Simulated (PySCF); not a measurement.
C4H7ClO.
Z-matrix (Å and degrees, PBE0-D3(BJ)/def2-SVP geometry), rows numbered from 1:
```
C 
C   1  1.5303
C   2  1.5213  1  112.59
C   2  1.5111  1  110.23  3  -123.47
O   4  1.1821  2  127.49  1   113.08
Cl  4  1.7996  2  112.37  1   -66.69
H   1  1.0995  2  109.63  3   -58.70
H   1  1.0983  2  111.47  3  -178.79
H   1  1.1010  2  110.73  3    60.34
H   2  1.1039  1  107.99  3   121.80
H   3  1.0992  2  111.56  1   178.58
H   3  1.0996  2  110.00  1    58.31
H   3  1.0999  2  110.81  1   -61.50
```

The closed-shell ground state was solved at several levels (PySCF, density fitting, gas phase, non-relativistic).

```csv
level,basis functions,total energy (Eh),HOMO (eV),LUMO (eV),gap (eV),dipole (D)
PBE0/IGLO-III,289,-691.7592,-8.39,-1.00,7.39,2.90
PBE0/pcSseg-2,321,-691.7669,-8.44,-1.04,7.40,3.03
PBE0/cc-pVDZ,123,-691.6759,-8.24,-0.75,7.49,2.85
PBE0/aug-cc-pVDZ,205,-691.6930,-8.43,-1.06,7.37,2.99
PBE0/pcSseg-0,72,-690.5869,-8.58,-1.15,7.43,3.17
```

(1) What might PBE0/cc-pVTZ (282 basis functions) give for the same quantities?

(2) Over all these levels, which gives the widest orbital gap and which the narrowest?

(3) How much does the basis alone move the frontier levels among the 6 PBE0 rows (the withheld one included)?

(4) How far do the dipole and the HOMO energy spread over the levels?

## Answers

(1) Total energy -691.7579 Eh, HOMO -8.37 eV, LUMO -0.93 eV, gap 7.44 eV, dipole 2.91 D.

(2) PBE0/cc-pVDZ has the widest, 7.49 eV, and PBE0/aug-cc-pVDZ the narrowest, 7.37 eV. From the narrowest to the widest the HOMO moves by +0.19 eV and the LUMO by +0.31 eV.

(3) The HOMO by 0.34 eV and the LUMO by 0.40 eV. By rising basis size (HOMO, LUMO in eV): pcSseg-0 -8.58, -1.15; cc-pVDZ -8.24, -0.75; aug-cc-pVDZ -8.43, -1.06; cc-pVTZ -8.37, -0.93; IGLO-III -8.39, -1.00; pcSseg-2 -8.44, -1.04.

(4) The dipole runs from 2.85 to 3.17 D (mean 2.98 D) and the HOMO from -8.58 to -8.24 eV.

One conformer stands for the species.
